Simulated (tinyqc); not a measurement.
UKS/LDA (VWN5) in the sto-6g basis, for NH, spin multiplicity 3, step by step (part 2 of 2). Computed by tinyqc, a small Python program that keeps every step (integrals from PySCF). Command: `OMP_NUM_THREADS=1 python tinyqc.py 21664 21665 out.jsonl` (the two numbers bound the seeds that draw the settings). One thread of a shared host (Intel(R) Xeon(R) Processor @ 2.60GHz), about 2 s of CPU time with the checks.

Geometry (angstrom):
```
atom         x         y         z
N     0.000000  0.000000  0.000000
H     0.000000  0.000000  1.817000
```

## Iteration 2: diagonalisation and new density

F(alpha) (hartree), order 1N 1s, 1N 2s, 1N 2px, 1N 2py, 1N 2pz, 2H 1s:
```
[[-13.809853, -3.424026, 0.000000, 0.000000, -0.006375, -0.140297],
 [-3.424026, -1.411939, 0.000000, 0.000000, -0.031510, -0.155272],
 [0.000000, 0.000000, -0.150743, 0.000000, 0.000000, 0.000000],
 [0.000000, 0.000000, 0.000000, -0.150743, 0.000000, 0.000000],
 [-0.006375, -0.031510, 0.000000, 0.000000, -0.128232, -0.111047],
 [-0.140297, -0.155272, 0.000000, 0.000000, -0.111047, -0.144210]]
```

F(beta) (hartree), order 1N 1s, 1N 2s, 1N 2px, 1N 2py, 1N 2pz, 2H 1s:
```
[[-13.777250, -3.399275, 0.000000, 0.000000, -0.005829, -0.139382],
 [-3.399275, -1.291054, 0.000000, 0.000000, -0.028494, -0.148429],
 [0.000000, 0.000000, -0.007856, 0.000000, 0.000000, 0.000000],
 [0.000000, 0.000000, 0.000000, -0.007856, 0.000000, 0.000000],
 [-0.005829, -0.028494, 0.000000, 0.000000, -0.051358, -0.107736],
 [-0.139382, -0.148429, 0.000000, 0.000000, -0.107736, -0.158721]]
```

X, order 1N 1s, 1N 2s, 1N 2px, 1N 2py, 1N 2pz, 2H 1s:
```
[[1.020689, -0.119762, 0.000000, 0.000000, -0.001195, 0.008433],
 [-0.119762, 1.029148, 0.000000, 0.000000, 0.009256, -0.076426],
 [0.000000, 0.000000, 1.000000, 0.000000, 0.000000, 0.000000],
 [0.000000, 0.000000, 0.000000, 1.000000, 0.000000, 0.000000],
 [-0.001195, 0.009256, 0.000000, 0.000000, 1.009940, -0.082431],
 [0.008433, -0.076426, 0.000000, 0.000000, -0.082431, 1.018259]]
```

Diagonalise F' = X^T F X, C = X C', fill 5 alpha and 3 beta electrons from the bottom; D(s) = C_occ C_occ^T. Each column has its largest component positive (the first on a tie).

F' = X^T F X (alpha) (hartree):
```
[[-13.572443, -1.775300, 0.000000, 0.000000, -0.007626, 0.011167],
 [-1.775300, -0.828907, 0.000000, 0.000000, -0.020969, -0.070271],
 [0.000000, 0.000000, -0.150743, 0.000000, 0.000000, 0.000000],
 [0.000000, 0.000000, 0.000000, -0.150743, 0.000000, 0.000000],
 [-0.007626, -0.020969, 0.000000, 0.000000, -0.113714, -0.091387],
 [0.011167, -0.070271, 0.000000, 0.000000, -0.091387, -0.115200]]
```

orbital energies (alpha) (hartree): [-13.815145, -0.599023, -0.195430, -0.150743, -0.150743, -0.020666]

coefficients C (alpha), order 1N 1s, 1N 2s, 1N 2px, 1N 2py, 1N 2pz, 2H 1s:
```
[[0.995060, -0.251832, 0.045366, 0.000000, 0.000000, 0.024511],
 [0.020752, 1.008882, -0.210356, 0.000000, 0.000000, -0.129968],
 [0.000000, 0.000000, 0.000000, -0.005159, 0.999987, 0.000000],
 [0.000000, 0.000000, 0.000000, 0.999987, 0.005159, 0.000000],
 [0.000844, 0.066683, 0.668350, 0.000000, 0.000000, -0.758763],
 [-0.002169, 0.079428, 0.642379, 0.000000, 0.000000, 0.794099]]
```

F' = X^T F X (beta) (hartree):
```
[[-13.542793, -1.767774, 0.000000, 0.000000, -0.007428, 0.010571],
 [-1.767774, -0.707591, 0.000000, 0.000000, -0.017008, -0.071402],
 [0.000000, 0.000000, -0.007856, 0.000000, 0.000000, 0.000000],
 [0.000000, 0.000000, 0.000000, -0.007856, 0.000000, 0.000000],
 [-0.007428, -0.017008, 0.000000, 0.000000, -0.035899, -0.093348],
 [0.010571, -0.071402, 0.000000, 0.000000, -0.093348, -0.130615]]
```

orbital energies (beta) (hartree): [-13.781822, -0.486072, -0.171684, -0.007856, -0.007856, 0.022679]

coefficients C (beta), order 1N 1s, 1N 2s, 1N 2px, 1N 2py, 1N 2pz, 2H 1s:
```
[[0.995436, -0.246747, 0.063791, 0.000000, 0.000000, -0.019368],
 [0.019227, 0.991594, -0.292060, 0.000000, 0.000000, 0.102409],
 [0.000000, 0.000000, 0.000000, 0.003173, 0.999995, 0.000000],
 [0.000000, 0.000000, 0.000000, 0.999995, -0.003173, 0.000000],
 [0.000769, 0.071412, 0.469679, 0.000000, 0.000000, 0.895077],
 [-0.002005, 0.141045, 0.803089, 0.000000, 0.000000, -0.620248]]
```

D(alpha) after iteration 2, order 1N 1s, 1N 2s, 1N 2px, 1N 2py, 1N 2pz, 2H 1s:
```
[[1.055621, -0.242963, 0.000000, 0.000000, 0.014367, 0.006981],
 [-0.242963, 1.062524, 0.000000, 0.000000, -0.073299, -0.055040],
 [0.000000, 0.000000, 1.000000, 0.000000, 0.000000, 0.000000],
 [0.000000, 0.000000, 0.000000, 1.000000, 0.000000, 0.000000],
 [0.014367, -0.073299, 0.000000, 0.000000, 0.451139, 0.434629],
 [0.006981, -0.055040, 0.000000, 0.000000, 0.434629, 0.418964]]
```

D(beta) after iteration 2, order 1N 1s, 1N 2s, 1N 2px, 1N 2py, 1N 2pz, 2H 1s:
```
[[1.055847, -0.244165, 0.000000, 0.000000, 0.013106, 0.014432],
 [-0.244165, 1.068928, 0.000000, 0.000000, -0.066348, -0.094729],
 [0.000000, 0.000000, 0.000000, 0.000000, 0.000000, 0.000000],
 [0.000000, 0.000000, 0.000000, 0.000000, 0.000000, 0.000000],
 [0.013106, -0.066348, 0.000000, 0.000000, 0.225698, 0.387265],
 [0.014432, -0.094729, 0.000000, 0.000000, 0.387265, 0.664850]]
```

Within a degenerate level the vectors are fixed only up to a rotation; this is one choice.

## Convergence

Stop when the energy changes by less than 1e-08 hartree and every element of the error matrix X^T (F D S - S D F) X (for each spin) is below 3e-05.

Course of the cycle:
```
iteration   E (hartree)     change  largest element of the error matrix
1          -54.51407905          -                             1.41e-01
2          -54.42556115   8.85e-02                             3.84e-02
3          -54.41050520   1.51e-02                             1.08e-01
4          -54.25890964   1.52e-01                             2.56e-01
5          -53.94697601   3.12e-01                             2.47e-01
6          -53.96519429  -1.82e-02                             1.76e-01
7          -53.89906865   6.61e-02                             2.09e-01
8          -53.96228679  -6.32e-02                             1.73e-01
9          -53.89956436   6.27e-02                             2.09e-01
10         -53.96231555  -6.28e-02                             1.73e-01
11         -53.89955911   6.28e-02                             2.09e-01
12         -53.96231525  -6.28e-02                             1.73e-01
13         -53.89955916   6.28e-02                             2.09e-01
14         -53.96231526  -6.28e-02                             1.73e-01
...                 ...        ...                                  ...
53         -53.89955916   6.28e-02                             2.09e-01
54         -53.96231526  -6.28e-02                             1.73e-01
55         -53.89955916   6.28e-02                             2.09e-01
56         -53.96231526  -6.28e-02                             1.73e-01
57         -53.89955916   6.28e-02                             2.09e-01
58         -53.96231526  -6.28e-02                             1.73e-01
59         -53.89955916   6.28e-02                             2.09e-01
60         -53.96231526  -6.28e-02                             1.73e-01
61         -53.89955916   6.28e-02                             2.09e-01
62         -53.96231526  -6.28e-02                             1.73e-01
63         -53.89955916   6.28e-02                             2.09e-01
64         -53.96231526  -6.28e-02                             1.73e-01
65         -53.89955916   6.28e-02                             2.09e-01
66         -53.96231526  -6.28e-02                             1.73e-01
```

PySCF UKS in the same basis, fine grid, after a stability check = -54.43500169 hartree

Not converged within the cap of 66 iterations: the residual has stopped falling: the iteration swings between two states. Reruns (cap 100 unless said): DIIS 8: converged in 10; damping 0.5: not converged; level shift 0.5: converged in 50; atomic densities as start, DIIS 8: converged in 10; the original settings with a cap of 400: not converged.
